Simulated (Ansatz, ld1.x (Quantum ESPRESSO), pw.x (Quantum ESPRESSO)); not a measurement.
# antimony (Sb) (bcc): variants of one TM potential in the solid

| Quantity | Value |
| --- | --- |
| Element | Sb |
| Generator | ld1.x (Quantum ESPRESSO) 7.5 |
| Type | norm-conserving Troullier–Martins (Kleinman–Bylander form) |
| Functional | LDA (PW92) |
| Relativity | scalar-relativistic |
| Frozen core | [Kr] |
| Valence charge | 15 |
| Reference configuration | 4d10 5s2 5p3 |
| Partial waves | 5p (bound): rc 2.55 bohr; 4d (bound): rc 1.65 bohr; 5s (bound): rc 1.95 bohr |
| Local potential | the s channel |
| Core correction | Bessel-smoothed model core, default radius (core density twice the valence density) |

Crystal test: bcc Sb in pw.x 7.5, no spin, 12³ k-points, Fermi–Dirac smearing 0.01 Ry, cutoffs set for each file from its atomic test. The reference is all-electron LAPW (Ansatz 0.2.0) with the same functional, mesh and smearing; V0 and B0 come from Birch–Murnaghan fits to the pressures at five volumes. Errors are pseudo minus all-electron; Δ is the rms difference of the E(V) curves that follow from these fits, minima aligned, over ±6 % about the mean V0. Mesh and smearing are coarse, so the numbers serve the comparison and aren't converged zero-temperature values; the lattice is a test structure that the element need not adopt.

All-electron: a0 = 3.710 Å (V0 = 25.53 Å³/atom), B0 = 72.6 GPa.

Base: This is a poor potential for the solid.

1 further variants are left out: they gave no file fit for a test, a broken result, the same result as the base, or pressures whose basis-set error rivals the error shown.

| change | cutoffs (Ry) | pw.x | a0 (Å) | a0 error (%) | B0 error (%) | Δ (meV/atom) | mean pressure error (GPa) |
| --- | --- | --- | --- | --- | --- | --- | --- |
| base | 170/680 | converged | 3.747 | +1.00 | -1.4 | 12.3 | +2.33 |
| wave 4d (bound): rc 1.65 bohr becomes 4d (bound): rc 2.28 bohr | 120/480 | converged | 3.754 | +1.19 | -2.1 | 14.5 | +2.78 |
| wave 5p (bound): rc 2.55 bohr becomes 5p (bound): rc 2.70 bohr | 170/680 | converged | 3.747 | +1.00 | -1.3 | 12.2 | +2.32 |
| all radii but the core radius scaled by about 1.17 (s 2.28, p 2.98, d 1.94 bohr) | 145/580 | converged | 3.741 | +0.83 | -0.7 | 10.2 | +1.93 |
| core correction Bessel-smoothed model core inside 1.68 bohr | 170/680 | converged | 3.747 | +0.99 | -1.3 | 12.2 | +2.32 |
